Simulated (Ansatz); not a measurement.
Consider the hydrogenolysis of a C–F bond: `CC(F)OCF` + H₂ → `COC(C)F` + H–F.

Program: Ansatz. Geometries: PBE0-D4/def2-TZVP. ΔE: electronic, gas phase. CCSD(T)/CBS is the MP2 limit (def2-TZVPP, def2-QZVPP) plus CCSD(T) − MP2 in def2-TZVPP, frozen cores. This one scheme is used for every species. DFT in def2-TZVPP. Each species was taken in one conformer, which may not be the lowest.

```json
{"level": "PBE-D4", "ΔE (eV)": "-0.64"}
{"level": "PBE0-D4", "ΔE (eV)": "-0.70"}
{"level": "r2SCANh-D4", "ΔE (eV)": "-0.64"}
{"level": "BHLYP-D4", "ΔE (eV)": "-0.69"}
{"level": "B2PLYP", "ΔE (eV)": "-0.70"}
{"level": "BHLYP", "ΔE (eV)": "-0.70"}
{"level": "CCSD/def2-TZVPP", "ΔE (eV)": "-0.75"}
{"level": "HF/CBS(def2)", "ΔE (eV)": "-0.71"}
```

(1) What does CCSD(T)/CBS give? (Best estimate.)

(2) What do rigid-rotor, harmonic-oscillator terms from PBE0-D4/def2-TZVP frequencies (298.15 K, 1 bar) make of the CCSD(T)/CBS value? (An estimate is asked.)

Largest T1 diagnostic among the species: 0.011.

## Answers

(1) The calculation gave: -0.77 eV. The listed levels differ from it by 0.13, 0.07, 0.13, 0.08, 0.07, 0.07, 0.02, 0.06 eV.

(2) The calculation gave: ΔZPE = +0.16 eV, ΔH = -0.62 eV, ΔS = 23 J/(mol·K), ΔG = -0.69 eV.

At CCSD(T), def2-SVP lies +0.18 eV from the extrapolated value and def2-TZVPP +0.05 eV. From PBE to PBE0 (25 % exact exchange), in def2-TZVPP and without D4, ΔE moves by −0.06 eV. Leaving LDA and LC-ωPBE aside and taking each functional with its dispersion term where it has one, the values, not all of them listed here, spread over 0.14 eV, from PBE-QIDH to BLYP-D4. LDA lies +0.04 eV from PBE without D4.
